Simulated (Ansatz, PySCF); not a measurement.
System: P₂ (charge 0, singlet). 
Structure (B3LYP-D3(BJ)/def2-TZVP (Ansatz, an electronic-structure program) minimum search):
SMILES: P#P
```xyz
2

P      0.0000     0.0000    -0.9447
P      0.0000     0.0000     0.9447
```

Total electronic energies in hartree. Correlated levels leave the core frozen unless marked. No spin-orbit coupling. No relativistic terms. CBS marks a two-point X^-3 extrapolation of the correlation energy; Hartree-Fock from the larger set (for Q and 5 zeta extrapolated as (X+1)exp(-9√X)). [CCSD(T)-MP2]/basis is that difference in the basis named. The program attaches cautions to a run behind MP2/STO-3G: large difference.

The Hartree-Fock reference is unstable (checked in the largest basis), which strains HF and MP2. 

```csv
level,program,energy (Eh)
HF/cc-pV(Q+d)Z,Ansatz,-681.49904
HF-D4/def2-TZVPD,PySCF + dftd4,-681.48748
MP2/STO-3G,Ansatz,-673.91057
MP2/6-31G,Ansatz,-681.49417
MP2/def2-SVPD,Ansatz,-681.48551
CCSD(T)/aug-cc-pV(T+d)Z,Ansatz,-681.81582
CCSD(T) with core electrons (1s frozen past Ne)/cc-pwCVTZ,Ansatz,-682.34164
"RI-MP2/CBS(cc-pV(T+d)Z,cc-pV(Q+d)Z)+[CCSD(T)-MP2]/cc-pV(D+d)Z",Ansatz,-681.8465
"CCSD(T)/CBS(cc-pV(Q+d)Z,cc-pV(5+d)Z)",Ansatz,-681.8489
```

Totals of different functionals don't rank their quality; only differences between species are comparable.
